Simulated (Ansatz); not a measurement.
Relaxation of FH₄Si (6 atoms, charge 0, multiplicity 2), to a largest force component of 0.03 eV/Å in at most 50 steps.

These are results of Ansatz 0.2.0, UKS r2SCAN/def2-SVP, not measurements.

```xyz
6
Properties=species:S:1:pos:R:3:forces:R:3
Si 0.000 0.000 -0.077 0.00 0.00 -0.52
H 0.000 0.000 1.400 0.00 0.00 0.87
H 1.414 0.000 -0.550 0.00 0.00 0.01
H -0.706 1.224 -0.550 0.00 0.00 0.01
H -0.706 -1.224 -0.550 0.00 0.00 0.01
F 0.000 0.000 3.508 0.00 0.00 -0.37
```

Task: Where does it end, and by what steps?

Result: The run converged. After 14 steps the energy has fallen by 1.691 eV; H2 moved furthest, 0.89 Å. Parted: Si1–H2 (1.48 → 2.57 Å). Joined: H2–F6 (2.11 → 0.93 Å).

| step | energy less start (eV) | largest force component (eV/Å) | accepted |
| --- | --- | --- | --- |
| 0 | 0.0000 | 0.872 | yes |
| 1 | -0.0667 | 0.691 | yes |
| 2 | -0.1721 | 0.869 | yes |
| 3 | -0.4122 | 1.277 | yes |
| 4 | -0.9239 | 2.667 | yes |
| 5 | -0.6167 | 12.425 | no |
| 6 | -1.3054 | 2.708 | yes |
| 7 | -1.4978 | 2.022 | yes |
| 8 | -1.6354 | 0.524 | yes |
| 9 | -1.6573 | 0.430 | yes |
| 10 | -1.6723 | 1.305 | yes |
| 11 | -1.6891 | 0.423 | yes |
| 12 | -1.6901 | 0.117 | yes |
| 13 | -1.6905 | 0.165 | yes |
| 14 | -1.6911 | 0.003 | yes |

```xyz
6
Properties=species:S:1:pos:R:3
Si -0.001 0.000 -0.284
H -0.002 0.000 2.289
H 1.435 0.000 -0.676
H -0.718 1.243 -0.684
H -0.718 -1.243 -0.684
F 0.004 0.000 3.221
```

Whether the end is a true minimum wasn't checked by a vibrational analysis.

The run took 33 s on 1 thread of Intel(R) Xeon(R) Platinum 8488C (Sapphire Rapids), with other jobs on the host, peak memory 0.17 GiB.
